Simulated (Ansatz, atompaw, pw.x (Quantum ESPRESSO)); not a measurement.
# Pd (Z = 46): one change to the PAW (atompaw) potential, in the atom and in the fcc crystal

- Element: Pd (Z = 46)
- Generator: atompaw 4.2.0.5
- Type: PAW
- Functional: LDA (PW92)
- Relativity: scalar-relativistic
- Frozen core: [Ar] 3d10
- Valence charge: 18
- Reference configuration: 4s2 4p6 4d9 5s1 5p0
- Partial waves: 4s (bound): rc 1.50 bohr; 5s (bound): rc 1.50 bohr; 4p (bound): rc 1.80 bohr; 5p (bound, empty): rc 2.35 bohr; 4d (bound): rc 1.90 bohr; 4d channel at 1.8 Ry: rc 2.35 bohr
- Local potential: bessel scheme, radius 1.60 bohr
- Core correction: smooth core density matched at 1.80 bohr
- Augmentation charge: sinc compensation charge, radius 1.75 bohr; PAW radius 2.35 bohr; waves and projectors: custom rrkj vanderbiltortho

Change: all radii scaled by about 1.13 (s 1.70, p 2.04, d 2.16 bohr); local potential bessel scheme, radius 1.82 bohr; augmentation sinc compensation charge, radius 1.98 bohr; PAW radius 2.66 bohr; waves and projectors: custom rrkj vanderbiltortho; core correction smooth core density matched at 2.04 bohr.

Cutoffs, loose and tight: the cutoffs (Ry, on a coarse ladder) from which the occupation-weighted sum of valence levels, in a spherical-Bessel basis at the reference potential, stays within 10 and 1 mRy of its value at 400 Ry. They see the waves and projectors alone, not the compensation charge or the core.

Crystal test: fcc Pd in pw.x 7.5, no spin, 15³ k-points, Fermi–Dirac smearing 0.01 Ry, cutoffs set for each file from its atomic test. The reference is all-electron LAPW (Ansatz 0.2.0) with the same functional, mesh and smearing; V0 and B0 come from Birch–Murnaghan fits to the pressures at five volumes. Errors are pseudo minus all-electron; Δ is the rms difference of the E(V) curves that follow from these fits, minima aligned, over ±6 % about the mean V0. Mesh and smearing are coarse, so the numbers serve the comparison and aren't converged zero-temperature values; the lattice is a test structure that the element need not adopt.

All-electron: a0 = 3.842 Å (V0 = 14.18 Å³/atom), B0 = 225.1 GPa.

**Question.** Does the change bring the crystal closer to the all-electron result?

**Answer.** The mean pressure error goes from +1.54 to +3.68 GPa, so the change moves the solid further from the all-electron pressures.

| quantity | base | changed |
| --- | --- | --- |
| outcome (atom) | generated | generated |
| cutoff, loose (atom) | 40 Ry | 35 Ry |
| cutoff, tight (atom) | 70 Ry | 50 Ry |
| bound ghosts (atom) | none | none |
| cutoffs in pw.x (Ry) | 85/850 | 60/600 |
| a0 (Å) | 3.851 | 3.863 |
| a0 error (%) | +0.22 | +0.53 |
| B0 error (%) | -0.1 | -1.5 |
| Δ (meV/atom) | 4.8 | 11.2 |
| mean pressure error (GPa) | +1.54 | +3.68 |

Changed file: This is a poor potential for the solid. The atomic cutoffs weigh occupied waves only.
